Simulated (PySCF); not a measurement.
# Computed data sheet: `FC(CF)F` (CHF2CH2F)

Species: CHF2CH2F, C₂H₃F₃.
Geometry (GFN2-xTB, Å), atoms numbered from 1 in this order:
```
atom  x, y, z in Å
F1     1.3613   -0.9599    0.6421
C2     0.7651    0.1420    0.1011
C3    -0.7304   -0.1177   -0.0838
F4    -1.4242    1.0305    0.0902
F5    -1.0057   -0.5387   -1.3371
H6     1.2459    0.3464   -0.8605
H7     0.9085    0.9746    0.7972
H8    -1.1114   -0.8677    0.6263
```

From GFN2-xTB geometry:

| Item | Value |
| --- | --- |
| Point group of the GFN2-xTB geometry | C1 |
| Rotational constants A, B, C of the GFN2-xTB geometry | 9.025, 3.449, 2.753 GHz |

**PBE0/def2-SVPD ground state and vertical TDDFT (core frozen in the response) (PySCF)**

| Item | Value |
| --- | --- |
| Dipole moment | 1.04 D |
| HOMO energy | -9.90 eV |
| LUMO energy | 0.86 eV |
| HOMO–LUMO gap | 10.76 eV |
| Lowest singlet excitation | 9.17 eV (135 nm, f = 0.014) |
| Strongest line among the 8 lowest singlet transitions | S6 at 10.35 eV (120 nm, f = 0.064) |
| Lowest triplet excitation (Tamm–Dancoff) | 8.68 eV |
| Static isotropic polarisability | 29.3 au |
| Electronic spatial extent ⟨r²⟩ about the centre of nuclear charge | 408 bohr² |

**delta-SCF UKS SCAN, pcX-2 on the ionised atom, pcseg-1 elsewhere, spin-free X2C (PySCF)**

| Quantity | Value |
| --- | --- |
| Core binding energies | C1s 294.1 (C2), C1s 296.3 (C3), F1s 693.4 (F1), F1s 693.7 (F4/F5) eV |

Monoisotopic mass (most abundant isotopes): 84.0187 u.

The 8 singlets span 9.17 to 10.80 eV, and their oscillator strengths add up to 0.22. The largest Löwdin shares of the HOMO are 0.19 on C3, 0.18 on C2, 0.17 on F5 and 0.17 on F1. The rotational constants make it an asymmetric top with κ = (2B − A − C)/(A − C) = -0.78, nearer the prolate limit (−1). With B = h/(8π²I), that is 505.379 GHz u Å² over I, the principal moments of inertia are 56.0, 146.5 and 183.5 u Å² (most abundant isotopes).

One conformer (not necessarily the lowest) at the GFN2-xTB geometry, without solvent, vibrations or thermal averaging.

For the core-ionisation job (SCAN ΔSCF), time: 14 s. Hardware: an Arm Neoverse V1 with one thread, shared host.
